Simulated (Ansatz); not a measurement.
The same path of CHClF2O (6 atoms, charge 0, multiplicity 1) was run twice with different band settings. The coordinate that changes most is the dihedral H6–O1–C2–Cl5.

Method: Ansatz 0.2.0, RKS B3LYP/def2-SVP.

Relaxed end points:

```xyz
6
Properties=species:S:1:pos:R:3
O 0.110 0.330 1.045
C 0.025 0.013 -0.260
F -1.240 -0.292 -0.614
F 0.764 -1.076 -0.553
Cl 0.593 1.388 -1.228
H -0.211 -0.427 1.564
```

```xyz
6
Properties=species:S:1:pos:R:3
O 0.199 -0.227 1.082
C 0.061 -0.184 -0.254
F -1.189 -0.501 -0.641
F 0.894 -1.070 -0.783
Cl 0.425 1.455 -0.938
H -0.347 0.463 1.487
```

Common settings: movable images 5; climbing image yes; spring 5.0 eV/Å²; start path IDPP; force threshold 0.05 eV/Å; end points relaxed.

| run | optimiser | iteration limit |
| --- | --- | --- |
| 1 | quadratic models (default) | 36 |
| 2 | lbfgs | 49 |

Task: What does each run give, and how far can it be trusted?

Result: Run 1: converged after 5 iterations, highest image 0.043 eV above the first end. A vibrational analysis at the climbing image gives one clearly imaginary mode, 287i cm⁻¹: a first-order saddle point.
Run 2: converged after 16 iterations, highest image 0.043 eV above the first end. Another band between the same ends (5 images) ends at a top of the same energy, where a vibrational analysis finds 1 clearly imaginary mode.
